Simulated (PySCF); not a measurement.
Molecule: 3,3,3-trifluoropropene (SMILES C=CC(F)(F)F).

Bonds (- single, = double, # triple, : aromatic): C1=C2, C2-C3, C3-F4, C3-F5, C3-F6. C1 carries H7, H8; C2 carries H9. H8 is cis to C3; H7 is trans to C3.

Frames of a GFN2-xTB Langevin trajectory at 400 K; GIAO PBE0/pcSseg-1 shieldings in PySCF 2.14, gas phase, non-relativistic; equivalent atoms averaged within each frame.

Scale: TMS for 13C (σ = 186.93 ppm), 1H (σ = 31.72 ppm); CFCl3 for 19F (σ = 170.95 ppm) (reference shieldings calculated alike). The references are static minima.

Q: How do the shifts (ppm) fluctuate along the trajectory?

A: 
| time (fs) | C2 | C3 | C1 | F4/F5/F6 | H9 | H8 | H7 |
| --- | --- | --- | --- | --- | --- | --- | --- |
| optimised geometry | 135.8 | 131.8 | 131.0 | -84.4 | 6.15 | 6.35 | 6.00 |
| 250 | 145.0 | 136.1 | 134.3 | -64.6 | 6.78 | 6.52 | 5.32 |
| 425 | 138.3 | 136.6 | 130.9 | -75.5 | 5.67 | 6.34 | 6.50 |
| 625 | 136.6 | 128.7 | 143.6 | -83.4 | 5.82 | 7.36 | 6.47 |
| 800 | 133.6 | 131.2 | 125.7 | -80.3 | 5.79 | 5.26 | 6.00 |
| 1000 | 144.4 | 128.0 | 124.7 | -94.6 | 6.72 | 6.05 | 6.46 |
| mean of frames | 139.6 | 132.1 | 131.8 | -79.7 | 6.16 | 6.30 | 6.15 |
| standard deviation | 5.0 | 4.0 | 7.6 | 11.0 | 0.54 | 0.76 | 0.51 |

5 frames give an uncertainty of the mean of about the standard deviation over 2.2 at best, since frames this close in time may not be independent; classical motion lacks zero-point vibration, and the reference would need the same averaging.
